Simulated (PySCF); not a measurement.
Level of theory: B3LYP-D3(BJ)/def2-TZVP run with PySCF. Gas-phase values, no solvent. B3LYP has the VWN-RPA correlation part, as in Gaussian. 

Reference species (SMILES): `C[C](C)C` (neutral, multiplicity 2).

```yaml
dipole_moment: 0.21 D
```

Changed species: `[CH2]C` (radical fragment; the reference has radical fragment).

**Question.** Give the shifts of the dipole moment.

**Answer.** the dipole moment goes up by 0.10 D, to 0.31 D.
